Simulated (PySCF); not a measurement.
**SiO−: bond curves at several levels of theory**

An exercise on one series of results from a longer session: the logs are not shown, and one member is left open.

The runs use PySCF 2.14.0; Si aug-pcseg-1, O aug-pcseg-1, no relativity.

3 further runs of the same task are left out: 3 set aside as unsound or not needed.

The first run:

The job is set up so:

| Property | Result |
| --- | --- |
| atoms | Si, O |
| charge | -1 |
| basis | Si aug-pcseg-1, O aug-pcseg-1 |
| Hamiltonian | no relativity |
| basis functions | 50 |
| electrons treated | 23 |
| masses in u | 27.9769, 15.9949 |
| levels | PBE0, PBE, r²SCAN, MN15, B97-3, BHandHLYP, MP2, SCS-MP2, CCSD, CCSD(T) |
| grid | 80 radial by 434 angular points |
| occupations | held fixed by the projection of orbital angular momentum |
| dissociation limit | Si + O−, each in its ground configuration |
| starting distance in angstrom | 1.815 |
| values of 2S to try | 1, 3 |

Run with:

```console
$ OMP_NUM_THREADS=1 python dia.py task.json out
```

Among the steps run: The job; The PBE0 curve of the state that the search chose; PBE (GGA); r²SCAN; MN15 (hybrid meta-GGA); B97-3 (global hybrid GGA); BHandHLYP (global hybrid GGA); MP2 and coupled cluster.

One of the session's tables, all rows but one given; the rest of the session is left out.

It belongs to the step «The curves together». Energy (eV) from each level's lowest point:

| R (Å) | UHF-MP2 | UHF-SCS-MP2 | UHF-CCSD | UHF-CCSD(T) | PBE |
| --- | --- | --- | --- | --- | --- |
| 1.356 | 1.777 | 1.747 | n/a | n/a | 1.742 |
| 1.419 | 0.835 | 0.814 | 0.754 | 0.814 | 0.814 |
| 1.482 | 0.298 | 0.285 | 0.247 | 0.285 | 0.286 |
| 1.530 | ? | ? | ? | ? | ? |
| 1.577 | 0.000 | 0.000 | 0.000 | 0.000 | 0.000 |
| 1.624 | 0.005 | 0.012 | 0.033 | 0.013 | 0.012 |
| 1.687 | 0.117 | 0.134 | 0.187 | 0.137 | 0.136 |
| 1.766 | 0.375 | 0.403 | 0.499 | 0.409 | 0.407 |
| 1.861 | 0.790 | 0.833 | 0.979 | 0.834 | 0.834 |
| 1.987 | 1.437 | 1.494 | n/a | n/a | 1.478 |

Q: Estimate the row for R (Å) = 1.530 from the others.

Worked estimate for «UHF-MP2». A straight line through the neighbours (1.482, 0.298) and (1.577, 0.000) gives 0.298 + (0.000 − 0.298) × (1.530 − 1.482) / (1.577 − 1.482) = 0.147; a parabola fitted to 4 rows on both sides gives 0.079.

**Answer.** UHF-MP2: 0.088; UHF-SCS-MP2: 0.082; UHF-CCSD: 0.062; UHF-CCSD(T): 0.081; PBE: 0.082. In «UHF-MP2» the line misses by +0.059 and the parabola by -0.009.
